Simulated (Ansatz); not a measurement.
A made-up structure of CH3AlN, doublet:

C1  (-0.400, -0.708, -0.049)
N2  (0.373, 0.273, -0.649)
Al3  (0.784, -0.086, 0.983)
H4  (-1.145, -1.209, -0.448)
H5  (0.339, 0.651, -1.522)
H6  (0.049, 1.078, 1.686)
(Å)

It is relaxed with PBE-D4/def2-SVP and then PBE0-D4/def2-TZVP (Ansatz 0.2.0). Atoms count as bonded within 1.22 times the sum of their covalent radii (H–H: 0.88 Å). The end point is not checked to be a true minimum.

Problem. Does its bonding change? (A judgement: the text doesn't fix the answer.)

Solution. By the calculation: No: no bond forms or breaks.

Where it ends: The first stage lowers the energy by 2.20 eV in 7 steps. It ends as CH₃AlN ([CH]1[NH][AlH]1):
C1  (-0.404, -0.708, -0.163)
N2  (0.317, 0.209, -0.700)
Al3  (0.808, 0.048, 1.192)
H4  (-1.153, -1.265, -0.734)
H5  (0.235, 0.482, -1.678)
H6  (0.197, 1.235, 2.083)
(Å)

Labels in which every atom is bracketed show which atoms are joined, not bond orders.

For scale, one of the runs: PBE0-D4/def2-TZVP relaxation, 117 basis functions, launched by `ansatz run in.yaml --threads 2 --pin off --events-out ev --progress --plain --max-ram 4352MiB`. Hardware: 2 CPU threads of an Arm Neoverse V1, shared host. Wall time about 25 s.
